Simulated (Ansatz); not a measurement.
# MgNaH (singlet): the correlation ladder at scale of all distances = 1.119, cc-pVTZ

The task here is to estimate one member of a computed series from the others.

Program: Ansatz 0.2.0, Gaussian basis. Level of theory: cc-pVTZ, core rule «outside noble gas», up to 10 orbitals frozen. These are calculated values, not measurements.

Plan: UHF; CCSD(T) on RHF; CCSD(T) on UHF; BCCD(T) on RHF; CCSDT(Q) on RHF; CCSDT(Q) on UHF; Full CI.

29 further runs of the same task are left out: 16 for a known fault of the program, 12 that didn't finish, 1 set aside as unsound or not needed.

## The system

The geometry derives from a PBE0/def2-TZVP stationary point (not a proven minimum). All distances are scaled together.

3 atoms, charge 0, spin multiplicity 1.

Atoms are counted from 1 here; the program's logs count them from 0.

Bond lengths: Mg2–H3 1.955 Å.

As a file:

```xyz
3
HMgNa
Na    0.0000    0.0000   -2.9018
Mg    0.0000    0.0000    0.4732
H     0.0000    0.0000    2.4286
```

Set-up of the first run:

Input file in.yaml:

```yaml
crystal:
  periodic: [false, false, false]
  atoms:
    - {symbol: Na, position_ang: [0.000000, 0.000000, -2.901791]}
    - {symbol: Mg, position_ang: [0.000000, 0.000000, 0.473225]}
    - {symbol: H, position_ang: [0.000000, 0.000000, 2.428566]}
basis:
  gaussian: {orbitals: cc-pVTZ}
magnetization: {spin_polarized: true, initial_magnetization: 0}
hamiltonian: {xc: hf}
output: {orbitals: {seedname: orbitals}}
```

Started as:

```console
> ansatz run in.yaml --threads 1 --pin off --events-out ev --progress --plain --max-ram 2393MiB
```

Steps of the session up to this table: UHF; CCSD(T) on RHF; CCSD(T) on UHF; BCCD(T) on RHF; CCSDT(Q) on RHF; CCSDT(Q) on UHF; Full CI.

One table of the session follows, with a row left open; its other results are not shown here.

```
   method  from FCI (kcal/mol)
      RHF               +44.82
      UHF               +44.82
     RMP2               +11.91
    RCCSD                +0.94
 RCCSD(T)                +0.25
  BCCD(T)                +0.25
   RCCSDT                +0.04
RCCSDT(Q)                    ?
      FCI                    0
```

**Question.** Estimate the row for RCCSDT(Q).

As computed: from FCI (kcal/mol): +0.01. In the column «from FCI (kcal/mol)» it lies between FCI (0) and RCCSDT (+0.04).

Not comparable, so not listed: CCSD(T) on UHF; CCSDT(Q) on UHF (they don't share determinant, frozen orbitals or solution with the rows shown, or repeat one).
